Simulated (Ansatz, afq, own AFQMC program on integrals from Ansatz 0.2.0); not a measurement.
**SiGeH3, doublet in cc-pVDZ, levels against AFQMC with the constraint released**

```yaml
atoms:
  - { symbol: Si, position_ang: [-0.0062, 0.0000, 1.8467] }
  - { symbol: Ge, position_ang: [-0.0013, 0.0000, -0.8133] }
  - { symbol: H, position_ang: [1.4614, 0.0000, 2.1502] }
  - { symbol: H, position_ang: [-0.5955, 1.2043, 2.5005] }
  - { symbol: H, position_ang: [-0.5956, -1.2043, 2.5005] }
```

Connectivity, by distances: SiH3–Ge.

Basis cc-pVDZ. Noble-gas cores (and the filled d shells of Ga–Kr and In–Xe) are frozen. AFQMC by an in-house program on the Cholesky factors that Ansatz 0.2.0 writes for its CCSD(T) run. The CISD trial takes its coefficients from CCSD amplitudes. Released means that phaseless walkers are propagated on without the constraint, phases kept. ± is one standard error of the sampling. No spin–orbit coupling.

Determinant: UHF, the one that the program's search chose, which needn't be the lowest solution. The geometry is a point of a scan.

No full CI on the walks' own integrals is used here. The released AFQMC energy serves as the reference, which it does only where one determinant dominates, the energy is flat over the last release times and near the phaseless one (40 meV or 2 meV an electron, half that with transition metals). On small molecules, where full CI could be run and the noise was under 10 meV, such values lay within 10 meV of it in 19 cases of 20, a flattering rate, since the rule was set on those same cases; what remains of the bias isn't in the error bar.

Cautions: no relativity below Rb; no spin-orbit coupling; inner d shell frozen; the released value is read at 2.40 1/Eh with a noise of 12 meV, more than in the cases checked (meV from the phaseless value at times in 1/Eh: -8 ± 9 at 0.24, -11 ± 8 at 0.51, -15 ± 9 at 0.99, -32 ± 12 at 1.62, -12 ± 12 at 2.40).

- T1 diagnostic: 0.0149
- weight of the determinant in the CISD state: 0.866
- ⟨S²⟩ of the determinant: 0.762
- size of the correlated space: 11 electrons in 41 orbitals

Reference: AFQMC with the constraint released, correlation energy -5.658 ± 0.012 eV.

| level | E − E(reference) (kcal/mol) | share of correlation (%) |
| --- | --- | --- |
| HF | 130.48 ± 0.27 | 0.00 |
| MP2 | 30.81 ± 0.27 | 76.39 |
| CCSD | 3.92 ± 0.27 | 97.00 |
| CCSD(T) | 0.62 ± 0.27 | 99.53 |
| ph-AFQMC/CISD | 0.28 ± 0.36 | 99.79 |

A walk keeps the symmetry of its determinant, which the program's search chose and which needn't be the lowest solution, so a lower state of the same spin and another symmetry isn't excluded. Released energies are given only where the last usable release times agree within the noise; a slower fall can still hide under it.
